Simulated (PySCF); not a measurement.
B3LYP has the VWN-RPA correlation part, as in Gaussian. Excitations are Tamm–Dancoff values on a coarser integration grid. The basis has no diffuse functions, so Rydberg states are missing or too high.

Z-matrix (Å, degrees):
```
C
C 1 1.3290
H 2 1.0845 1 121.45
H 2 1.0845 3 117.11 1 -180.00
C 1 1.4956 2 122.16 3 -180.00
H 5 1.0905 1 111.83 2 0.00
H 5 1.0952 6 108.41 1 122.38
H 5 1.0952 6 108.41 7 115.23
C 1 1.4956 2 122.16 3 0.00
H 9 1.0905 1 111.83 2 0.00
H 9 1.0952 10 108.41 1 122.38
H 9 1.0952 10 108.41 11 115.23
```
Charge 0, multiplicity 1.

Question: What brightest of the four lowest singlets (TDA), total energy and HOMO does B3LYP-D3(BJ)/def2-TZVP // PBE0-D3(BJ)/def2-TZVP (PySCF) give?

Answer: 
The brightest of the four lowest singlets (TDA) is 7.61 eV, the total energy is -4280.47 eV and the HOMO is -6.83 eV.
